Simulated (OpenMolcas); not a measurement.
**[BCl2]+ (SMILES Cl[B+]Cl): a chain of runs**

Wanted: the energy (UHF/STO-3G), then a single-point energy (CASSCF(2,2)/STO-3G), then the energy (CASPT2(2,2)/STO-3G), then a single-point energy (SC-NEVPT2(2,2)/STO-3G), then a single-point energy (MRCI(2,2)/STO-3G) of [BCl2]+. 

The results are computed with OpenMolcas 26.06.

3 further runs of the same task are left out: 1 for a known fault of the program, 2 set aside as unsound or not needed.

## 1. The system as given

[BCl2]+: 3 atoms, total charge +1, spin state singlet. SMILES: `Cl[B+]Cl`. The B2–Cl3 distance was set to 2.750 Å, away from the relaxed value. At this shape a bond of the SMILES string is far longer than usual.

Bond lengths: Cl1–B2 1.572 Å. A long bond or contact: B2–Cl3 2.750 Å.

## 2. The energy at UHF/STO-3G (run 1)

coord.xyz

```xyz
3

Cl    -2.166060     1.343383    -1.033945
B     -0.926940     0.578263    -0.442095
Cl     1.237640    -0.767840     0.590740
```

step1.input

```
&GATEWAY
 BasLib=$CurrDir
 Coord=coord.xyz
 Basis=STO-3G
 Group=NoSym

&SEWARD

&SCF
 UHF
 Charge=1
 Scramble=0.25
 PrOrbitals=1 1
```

The basis set STO-3G is read from a file made from the Basis Set Exchange's data (not shown).

On the command line:

```bash
$ export MOLCAS_MEM=1860
$ pymolcas step1.input > step1.log
```

What it wrote, shortened:

```text
--- Start Module: gateway ---
[...]
--- Stop Module: gateway /rc=_RC_ALL_IS_WELL_ ---
--- Start Module: seward ---
[...]
      Basis functions           23
--- Stop Module: seward /rc=_RC_ALL_IS_WELL_ ---
--- Start Module: scf ---
[...]
       Convergence after  29 Iterations
[...]
::    Total SCF energy                               -933.1238687217
[...]
      Total spin, S                                     0.5563322902
[...]
      Total electronic charge=   38.000000
      Total            charge=    1.000000
[...]
      Dipole Moment (debye):
      Origin of the operator (angstrom)=   -0.5271    0.3273   -0.2516
                   X= -2.3882E+00               Y=  1.4883E+00               Z= -1.1392E+00           Total=  3.0358E+00
      Center of Charge (angstrom)
[...]
--- Stop Module: scf /rc=_RC_ALL_IS_WELL_ ---
[...]
```

Run time: 1.8 s. Hardware: 1 thread of Arm Neoverse V2, shared host; peak memory 0.37 GiB.

## 3. The energy at CASSCF(2,2)/STO-3G (run 2)

coord.xyz is that of step 2.

step2.inp

```
* BCl2 CASSCF
&GATEWAY
BasLib=$CurrDir
Coord=coord.xyz
Basis=STO-3G
Group=NoSym
&SEWARD
&RASSCF
FileOrb=$CurrDir/step1.UnaOrb
Spin=1
Nactel=2 0 0
Inactive=18
Ras2=2
OrbListing=Nothing
```

The basis set STO-3G is read from a file made from the Basis Set Exchange's data (not shown).

On the command line:

```bash
$ export MOLCAS_MEM=1860
$ pymolcas step2.inp > step2.log
```

What it wrote, shortened:

```text
--- Start Module: gateway ---
[...]
--- Stop Module: gateway /rc=_RC_ALL_IS_WELL_ ---
--- Start Module: seward ---
[...]
      Basis functions           23
--- Stop Module: seward /rc=_RC_ALL_IS_WELL_ ---
--- Start Module: rasscf ---
[...]
      Number of active orbitals                  2
[...]
      Spin quantum number                      0.0
[...]
      Active orbitals                            2
[...]
      Number of CSFs                             3
[...]
      Number of root(s) required                 1
[...]
      Convergence after 15 iterations
[...]
      printout of CI-coefficients larger than  0.05 for root  1
      energy=    -933.141387
      conf/sym  11     Coeff  Weight
             1  20  -0.90103 0.81185
             3  02   0.43376 0.18815
      Natural orbitals and occupation numbers for root  1
      sym 1:   1.623696   0.376304
      ************************************************************************************************************************
      *                                                    Final results                                                     *
[...]
::    RASSCF root number  1 Total energy:   -933.14138661
[...]
      Total electronic charge=   38.000000
      Total            charge=    1.000000
[...]
      Dipole Moment (debye):
      Origin of the operator (angstrom)=   -0.5271    0.3273   -0.2516
                   X= -2.2251E+00               Y=  1.3911E+00               Z= -1.0609E+00           Total=  2.8305E+00
      Center of Charge (angstrom)
[...]
--- Stop Module: rasscf /rc=_RC_ALL_IS_WELL_ ---
[...]
```

It took 1.5 s on 1 thread of Arm Neoverse V2, shared host; peak memory 0.37 GiB.

## 4. The energy at CASPT2(2,2)/STO-3G (run 3)

coord.xyz is that of step 3.

step3.inp

```
* BCl2 CASPT2
&GATEWAY
BasLib
$CurrDir
Coord
coord.xyz
Basis
STO-3G
Group
NoSym
&SEWARD
&RASSCF
FileOrb
$CurrDir/step2.RasOrb
Spin
1
Nactel
2 0 0
Inactive
18
Ras2
2
OrbListing
Nothing
&CASPT2
Imaginary
0.1
Frozen
11
```

The basis set STO-3G is read from a file made from the Basis Set Exchange's data (not shown).

On the command line:

```bash
$ export MOLCAS_MEM=1860
$ pymolcas step3.inp > step3.log
```

What it wrote, shortened:

```text
--- Start Module: gateway ---
[...]
--- Stop Module: gateway /rc=_RC_ALL_IS_WELL_ ---
[...]
      Basis functions           23
[...]
--- Start Module: rasscf ---
[...]
      Number of active orbitals                  2
[...]
      Spin quantum number                      0.0
[...]
      Active orbitals                            2
[...]
      Number of CSFs                             3
[...]
      Number of root(s) required                 1
[...]
      Convergence after  4 iterations
[...]
      printout of CI-coefficients larger than  0.05 for root  1
      energy=    -933.141387
      conf/sym  11     Coeff  Weight
             1  20  -0.90103 0.81185
             3  02   0.43376 0.18815
      Natural orbitals and occupation numbers for root  1
      sym 1:   1.623696   0.376304
      ************************************************************************************************************************
      *                                                    Final results                                                     *
[...]
::    RASSCF root number  1 Total energy:   -933.14138661
[...]
      Total electronic charge=   38.000000
      Total            charge=    1.000000
[...]
      Dipole Moment (debye):
      Origin of the operator (angstrom)=   -0.5271    0.3273   -0.2516
                   X= -2.2251E+00               Y=  1.3911E+00               Z= -1.0609E+00           Total=  2.8305E+00
      Center of Charge (angstrom)
[...]
--- Stop Module: rasscf /rc=_RC_ALL_IS_WELL_ ---
--- Start Module: caspt2 ---
[...]
 ###    WARNING: User changed nr of frozen orbitals.                         ###
 ###############################################################################
[...]
      E2 (Variational):          -0.0475212483
      Total energy:            -933.1889078534
[...]
      Reference weight:           0.97038
[...]
::    CASPT2 Root  1     Total energy:   -933.18890785
[...]
--- Stop Module: caspt2 /rc=_RC_ALL_IS_WELL_ ---
[...]
```

It took 1.4 s on 1 thread of Arm Neoverse V2, shared host; peak memory 0.37 GiB.

## 5. A single-point energy at SC-NEVPT2(2,2)/STO-3G (run 4)

coord.xyz is that of step 4.

step4.input

```
* BCl2 NEVPT2
>>> EXPORT MOLCAS_PRINT=2

&GATEWAY
  BASLIB = $CurrDir
  COORD = coord.xyz
  BASIS = STO-3G
  GROUP = NoSym

&SEWARD

&RASSCF
  FILEORB = $CurrDir/step2.RasOrb
  SPIN = 1
  NACTEL = 2 0 0
  INACTIVE = 18
  RAS2 = 2
  ORBLISTING = Nothing

&CASPT2
  SC-NEVPT2
  FROZEN = 11
```

The basis set STO-3G is read from a file made from the Basis Set Exchange's data (not shown).

On the command line:

```bash
$ export MOLCAS_MEM=1860
$ pymolcas step4.input > step4.log
```

What it wrote, shortened:

```text
--- Start Module: gateway ---
[...]
--- Stop Module: gateway /rc=_RC_ALL_IS_WELL_ ---
[...]
      Basis functions           23
[...]
--- Start Module: rasscf ---
[...]
      Number of active orbitals                  2
[...]
      Spin quantum number                      0.0
[...]
      Active orbitals                            2
[...]
      Number of CSFs                             3
[...]
      Number of root(s) required                 1
[...]
      Convergence after  4 iterations
[...]
      printout of CI-coefficients larger than  0.05 for root  1
      energy=    -933.141387
      conf/sym  11     Coeff  Weight
             1  20  -0.90103 0.81185
             3  02   0.43376 0.18815
      Natural orbitals and occupation numbers for root  1
      sym 1:   1.623696   0.376304
      ************************************************************************************************************************
      *                                                    Final results                                                     *
[...]
::    RASSCF root number  1 Total energy:   -933.14138661
[...]
      Total electronic charge=   38.000000
      Total            charge=    1.000000
[...]
      Dipole Moment (debye):
      Origin of the operator (angstrom)=   -0.5271    0.3273   -0.2516
                   X= -2.2251E+00               Y=  1.3911E+00               Z= -1.0609E+00           Total=  2.8305E+00
      Center of Charge (angstrom)
[...]
--- Stop Module: rasscf /rc=_RC_ALL_IS_WELL_ ---
--- Start Module: caspt2 ---
[...]
 ###    WARNING: User changed nr of frozen orbitals.                         ###
 ###############################################################################
[...]
      E2 (Variational):          -0.0462095073
[...]
      E2 (Variational):          -0.0460761895
      Total energy:            -933.1874627945
[...]
      Reference weight:           0.97193
[...]
::    SC-NEVPT2 Root  1     Total energy:   -933.18746279
[...]
--- Stop Module: caspt2 /rc=_RC_ALL_IS_WELL_ ---
[...]
```

Wall time 1.4 s (1 thread of Arm Neoverse V2, shared host); peak memory 0.37 GiB.

## 6. A single-point energy at MRCI(2,2)/STO-3G (run 5)

coord.xyz is that of step 5.

step5.input

```
* BCl2 MRCI
>>> EXPORT MOLCAS_PRINT=2

&GATEWAY
  BasLib=$CurrDir
  Coord=coord.xyz
  Basis=STO-3G
  Group=NoSym

&SEWARD

&RASSCF
  FileOrb=$CurrDir/step2.RasOrb
  Spin=1
  Nactel=2 0 0
  Inactive=18
  Ras2=2
  OrbListing=Nothing

&MOTRA
  LumOrb
  Frozen=11

&GUGA
  Electrons=16
  Spin=1
  Inactive=7
  Active=2
  CIAll=1

&MRCI
  SDCI
```

The basis set STO-3G is read from a file made from the Basis Set Exchange's data (not shown).

On the command line:

```bash
$ export MOLCAS_MEM=1860
$ pymolcas step5.input > step5.log
```

What it wrote, shortened:

```text
--- Start Module: gateway ---
[...]
--- Stop Module: gateway /rc=_RC_ALL_IS_WELL_ ---
[...]
      Basis functions           23
[...]
      Number of active orbitals                  2
[...]
      Spin quantum number                      0.0
[...]
      Active orbitals                            2
[...]
      Number of CSFs                             3
[...]
      Number of root(s) required                 1
[...]
      Convergence after  4 iterations
[...]
      printout of CI-coefficients larger than  0.05 for root  1
      energy=    -933.141387
      conf/sym  11     Coeff  Weight
             1  20  -0.90103 0.81185
             3  02   0.43376 0.18815
      Natural orbitals and occupation numbers for root  1
      sym 1:   1.623696   0.376304
      ************************************************************************************************************************
      *                                                    Final results                                                     *
[...]
::    RASSCF root number  1 Total energy:   -933.14138661
[...]
      Dipole Moment (debye):
      Origin of the operator (angstrom)=   -0.5271    0.3273   -0.2516
                   X= -2.2251E+00               Y=  1.3911E+00               Z= -1.0609E+00           Total=  2.8305E+00
      Center of Charge (angstrom)
[...]
      *** WARNING: Default frozen orbitals is overwritten by user input.
      *** Default values:  11
[...]
--- Start Module: guga ---
[...]
--- Stop Module: guga /rc=_RC_ALL_IS_WELL_ ---
--- Start Module: mrci ---
[...]
       (But an ACPF correction will be computed)
       USE THE DEFAULT ACPF G-VALUE GFAC=  0.12500000000000000
[...]
                      CI ENERGY:  -933.19806801
[...]
                ACPF CORRECTION:    -0.00302552
[...]
      Total electronic charge=   38.000000
      Total            charge=    1.000000
[...]
     ACPF CORRECTION:     -0.00302552
[...]
  CI State   1     Total energy:   -933.19806801     QDav:     -0.00348430     QACPF:     -0.00302552
[...]
--- Stop Module: mrci /rc=_RC_ALL_IS_WELL_ ---
[...]
```

Wall time 1.5 s (1 thread of Arm Neoverse V2, shared host); peak memory 0.37 GiB.

## 7. Outcome

```
                                  quantity          value
           run 1, UHF/STO-3G: total energy  -933.12387 Eh
            run 1, UHF/STO-3G: HOMO energy      -16.37 eV
            run 1, UHF/STO-3G: LUMO energy       -5.53 eV
          run 1, UHF/STO-3G: HOMO–LUMO gap       10.84 eV
                   run 1, UHF/STO-3G: ⟨S²⟩          0.866
   run 2, CASSCF(2,2)/STO-3G: total energy  -933.14139 Eh
   run 3, CASPT2(2,2)/STO-3G: total energy  -933.18891 Eh
run 4, SC-NEVPT2(2,2)/STO-3G: total energy  -933.18746 Eh
     run 5, MRCI(2,2)/STO-3G: total energy  -933.19807 Eh
```

In words: ⟨S²⟩ (run 1, UHF/STO-3G) is 0.87 where a pure singlet has 0.00: the reference is spin-contaminated. Mulliken charges (run 1, UHF/STO-3G) run from +0.05 on Cl3 to +0.74 on B2; they depend strongly on the basis. Mulliken charges (run 4, SC-NEVPT2(2,2)/STO-3G) of the CASSCF density run from +0.08 on Cl3 to +0.73 on B2; they depend strongly on the basis.
